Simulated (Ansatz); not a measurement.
# CH5BS, SMILES BSC: harmonic frequencies at the relaxed geometry

Computed with the Python package of Ansatz (0.2.0).

At the Python prompt:
```pycon
>>> import ansatz as az
>>> import numpy as np
>>> BASIS = "def2-SVP"
>>> FUNCTIONAL = "pbe0"
>>> DISPERSION = "d3bj"
>>> geometry_ang = [
...     ("B", (-0.8531, 0.8206, -0.8732)),
...     ("S", (0.8501, 0.177, -0.9667)),
...     ("C", (0.7009, -0.6752, 0.6213)),
...     ("H", (-1.7263, 0.251, -1.3315)),
...     ("H", (-1.101, 1.9068, -0.3978)),
...     ("H", (0.5409, 0.0696, 1.4477)),
...     ("H", (1.7207, -1.1907, 0.8442)),
...     ("H", (-0.04, -1.4163, 0.6002)),
... ]
>>> molecule = az.Crystal.molecule()
>>> for symbol, xyz in geometry_ang:
...     molecule = molecule.atom(symbol, xyz)
...
>>> calc = (
...     molecule.calculation()
...     .basis(gaussian=BASIS)
...     .functional(FUNCTIONAL, dispersion=DISPERSION)
...     .accuracy("medium")
... )
>>> symbols = [site.symbol for site in molecule.cartesian_sites]
>>> start = np.array([site.position_ang for site in molecule.cartesian_sites], dtype=float)
>>> summary = calc.relax(force_tolerance=0.003).run(threads=1).report

>>> end = np.array(summary["positions_ang"])
>>> print("bond        before    after (A)")
bond        before    after (A)
>>> for i, j in [(0, 1), (0, 3), (0, 4), (1, 2), (2, 5), (2, 6), (2, 7)]:
...     d0, d1 = (np.linalg.norm(xyz[i] - xyz[j]) for xyz in (start, end))
...     print(f"{symbols[i]}{i}-{symbols[j]}{j}".ljust(10), f"{d0:8.4f} {d1:8.4f}")
...
B0-S1        1.8231   1.7560
B0-H3        1.1388   1.2065
B0-H4        1.2113   1.2051
S1-C2        1.8084   1.8165
C2-H5        1.1240   1.0985
C2-H6        1.1642   1.0985
C2-H7        1.0481   1.0973
>>> minimum = az.Crystal.molecule()
>>> for symbol, xyz in zip(symbols, end):
...     minimum = minimum.atom(symbol, xyz.tolist())
...
>>> vibrating = (
...     minimum.calculation()
...     .basis(gaussian=BASIS)
...     .functional(FUNCTIONAL, dispersion=DISPERSION)
...     .accuracy("medium")
...     .phonons(temperatures=(298.15, 498.15, 100))
... )
>>> vib = vibrating.run(threads=1).report["vibrations"]
>>> sums = vib["harmonic_sums"]
>>> modes = [m["omega_inv_cm"] for m in sums["modes_at_gamma"] if m["rigid_motion"] == "no"]
>>> print("frequencies (1/cm):", " ".join(f"{w:.0f}" for w in modes))
frequencies (1/cm): 68 294 465 717 784 859 912 976 979 1176 1330 1441 1453 2591 2708 3076 3189 3205
>>> print("imaginary modes:", sum(w < 0 for w in modes), " zero-point energy:", round(sums["zero_point_energy_ev"], 4), "eV")
imaginary modes: 0  zero-point energy: 1.6256 eV
>>> print("T (K)   F_vib (eV)   S_vib (meV/K)   C_vib (meV/K)")
T (K)   F_vib (eV)   S_vib (meV/K)   C_vib (meV/K)
>>> for row in zip(sums["temperatures_k"], sums["vibrational_free_energy_ev"], vib["entropy_ev_per_k"], vib["heat_capacity_ev_per_k"]):
...     print(f"{row[0]:6.1f} {row[1]:11.4f} {1000 * row[2]:13.4f} {1000 * row[3]:15.4f}")
...
 298.1      1.5801        0.3264          0.3833
 398.1      1.5408        0.4594          0.5406
 498.1      1.4881        0.5954          0.6733
>>> heavier = vibrating.phonons(masses={"H": 2.014102}).run(threads=1).report["vibrations"]["harmonic_sums"]
>>> print("deuterated (1/cm):", " ".join(f"{m['omega_inv_cm']:.0f}" for m in heavier["modes_at_gamma"] if m["rigid_motion"] == "no"))
deuterated (1/cm): 50 251 334 602 665 717 738 745 766 973 1021 1041 1049 1880 2034 2204 2366 2380
>>> print("zero-point energy falls by", round(sums["zero_point_energy_ev"] - heavier["zero_point_energy_ev"], 4), "eV")
zero-point energy falls by 0.3972 eV
```

What to keep in mind:
- The settings weren't tested for convergence.
- The frequencies are harmonic and unscaled, in a modest basis. The result belongs to the one conformer reached from this start, and soft torsions count as harmonic oscillators.
- Hardware and time: 3.3 min on 1 thread of Intel(R) Xeon(R) Platinum 8375C CPU @ 2.90GHz (Ice Lake), with other jobs on the host, peak memory 0.22 GiB.

(Lines on the test bed's own set-up are left out of the output.)
